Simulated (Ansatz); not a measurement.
Run this with the Python package of Ansatz (0.2.0) and show what comes out.

`c2h2o.py`
```python
"""Relax C2H2O cheaply, then refine its energy."""

import itertools

import ansatz as az
from ase.data import atomic_numbers, covalent_radii
import numpy as np
from rdkit import Chem
from rdkit.Chem import AllChem

# start geometry from RDKit
rd = Chem.AddHs(Chem.MolFromSmiles("C=C=O"))
AllChem.EmbedMolecule(rd, randomSeed=149)
AllChem.UFFOptimizeMolecule(rd)
system = az.Crystal.molecule()
for atom, xyz in zip(rd.GetAtoms(), rd.GetConformer().GetPositions()):
    system = system.atom(atom.GetSymbol(), xyz.round(5).tolist())

base = (
    system.calculation()
    .basis(gaussian="def2-SVP")
    .functional("b3lyp")
)
symbols = [site.symbol for site in system.cartesian_sites]
start = np.array([site.position_ang for site in system.cartesian_sites], dtype=float)
report = base.relax(force_tolerance=0.01).run().report
end = np.array(report["positions_ang"])
# pairs closer than 1.2 times the sum of covalent radii, before or after
radius = [covalent_radii[atomic_numbers[s]] for s in symbols]
span = lambda where, i, j: np.linalg.norm(where[i] - where[j])
bonded = [(i, j) for i, j in itertools.combinations(range(len(symbols)), 2) if min(span(start, i, j), span(end, i, j)) < 1.2 * (radius[i] + radius[j])]
print("pair        before    after (A)")
for i, j in bonded:
    print(f"{symbols[i]}{i}-{symbols[j]}{j}".ljust(10), f"{span(start, i, j):8.4f} {span(end, i, j):8.4f}")

minimum = az.Crystal.molecule()
for symbol, place in zip(symbols, end):
    minimum = minimum.atom(symbol, place.tolist())
at_minimum = minimum.calculation()
# MP2 extrapolated to the basis limit, plus the small-basis difference CCSD(T) - MP2
level = lambda method, basis: at_minimum.basis(gaussian=basis).correlation(method).run().report
small, large, cluster = level("mp2", "cc-pVDZ"), level("mp2", "cc-pVTZ"), level("ccsd_t", "cc-pVDZ")
corr = lambda each: (each["free_energy_ev"] - each["reference_energy_ev"]) / 27.211386246
mp2_limit = (27 * corr(large) - 8 * corr(small)) / 19
pieces = {"HF / cc-pVTZ": large["reference_energy_ev"] / 27.211386246, "MP2 correlation, DZ-TZ limit": mp2_limit, "CCSD(T) - MP2 / cc-pVDZ": corr(cluster) - corr(small)}
for name, value in pieces.items():
    print(f"{name:32s} {value:14.6f} Ha")
print(f"{'sum':32s} {sum(pieces.values()):14.6f} Ha")
print("T1 diagnostic", round(cluster["correlation"]["coupled_cluster"]["t1_diagnostic"], 4))
```

```console
$ python c2h2o.py
pair        before    after (A)
C0-C1        1.3025   1.3177
C0-H3        1.0814   1.0908
C0-H4        1.0814   1.0908
C1-O2        1.2375   1.1645
HF / cc-pVTZ                        -151.783287 Ha
MP2 correlation, DZ-TZ limit          -0.583336 Ha
CCSD(T) - MP2 / cc-pVDZ               -0.032540 Ha
sum                                 -152.399162 Ha
T1 diagnostic 0.0174
```

Reading the output:
- Total energies depend on the basis set; only differences at equal settings carry meaning.
- The sum leaves out core correlation, relativity, the Hartree-Fock basis error and zero-point energy; a DZ-TZ extrapolation is rough.
- b3lyp holds the VWN-RPA fit, as in Gaussian; the form of ORCA and Turbomole is b3lyp5.
- Inner cores stay frozen, so this is valence correlation.
- An extrapolation from small basis sets is rough.
- Run time: 9.3 s on 1 thread of Arm Neoverse V1 (shared host), peak memory 0.27 GiB.

(A comment or docstring line of the script was reworded after the run, the code is as it ran.)
